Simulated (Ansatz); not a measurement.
hcp Os, relaxed in Ansatz (plane waves) with several semilocal functionals. Each gives its own volume and its own bulk modulus:

| level | V0 (Å³/atom) | bulk modulus (GPa) | ln V0 | ln B0 |
|---|---|---|---|---|
| PBEsol-D3(BJ) | 13.644 | 453.1 | 2.6133 | 6.1161 |
| LDA | 13.699 | 447.8 | 2.6173 | 6.1043 |
| PBEsol | 13.891 | 431.4 | 2.6312 | 6.0670 |
| r²SCAN-D4 | 13.949 | 433.8 | 2.6354 | 6.0726 |
| PBE-D3(BJ) | 14.014 | 418.3 | 2.6401 | 6.0362 |
| BLYP | 14.905 | 344.1 | 2.7017 | 5.8409 |

Problem. Fit a straight line to ln B0 against ln V0. What does it predict for RPBE, whose volume is 14.422 Å³/atom?

Solution. With x = ln V0 and y = ln B0: means 2.63983 and 6.03952; Σ(Δx Δy) = -0.01616, Σ(Δx²) = 0.005134, so the slope is -3.15. At x = 2.6688 the line gives y = 6.03952 + (-3.15) × (2.6688 − 2.63983) = 5.9483, or 383.1 GPa. The run with RPBE gives 382.8 GPa, -0.1 % from the line. The rows used scatter about it by up to 1.9 %, while the largest value lies 32 % above the smallest.

Measured: 425 GPa (measured, zero-point energy and finite temperature contributions removed; as tabulated in doi:10.1021/acs.jctc.3c00612).

Ansatz's density-functional and Hartree–Fock values are scalar-relativistic unless marked +SOC, with PAW data made under PBE.

Ansatz is a program for electronic structure.
